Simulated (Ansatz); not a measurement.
Several solutions for doublet CO(+)

```yaml
atoms:
  - { symbol: C, position_ang: [0.0000, 0.0000, 0.0000] }
  - { symbol: O, position_ang: [0.0000, 0.0000, 1.4495] }
```

Basis set: 6-31G (spherical functions). Charge 1, multiplicity 2.

UHF was run from several starts with Ansatz (development build ahead of 0.2.0).

```csv
run,program,start,converged,energy (hartree),<S²>
A,Ansatz,search for the lowest state,yes,-112.10574,1.12
B,Ansatz,"atomic start, no search",yes,-112.07313,1.55
C,Ansatz,stability test followed,yes,-112.10574,1.12
```

Q: Which runs reached the lowest solution of this kind, and what is wrong with the others?

A: A, C reached the lowest solution found. Converged but too high: B by 0.89 eV. Convergence only shows a stationary point, and even a stable one can lie too high; stability tests and further starts are what find lower ones. Caution: the unrestricted determinant is spin contaminated.
